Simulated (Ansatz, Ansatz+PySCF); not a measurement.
```yaml
atoms:
  - { symbol: O, position_ang: [0.0000, 0.0000, 0.0685] }
  - { symbol: H, position_ang: [0.8675, 0.0000, -0.1827] }
  - { symbol: H, position_ang: [-0.4337, 0.7513, -0.1827] }
  - { symbol: H, position_ang: [-0.4337, -0.7513, -0.1827] }
```

RHF-MP2 on singlet H3O(+) was run in several spherical basis sets with Ansatz (development build ahead of 0.2.0). Frozen core: 1 orbital.

(1) Rank the basis sets by the total energy that they give, lowest first, with the distance from the lowest.
A. def2-TZVP
B. cc-pVTZ
C. def2-SVP
D. cc-pVDZ
E. 6-31G(d)

Answers

(1) B (0.00 eV), A (0.29 eV), D (2.28 eV), E (3.56 eV), C (4.07 eV).

Totals follow the description of the cores as much as that of the bonds, so this order isn't one of quality for chemistry.
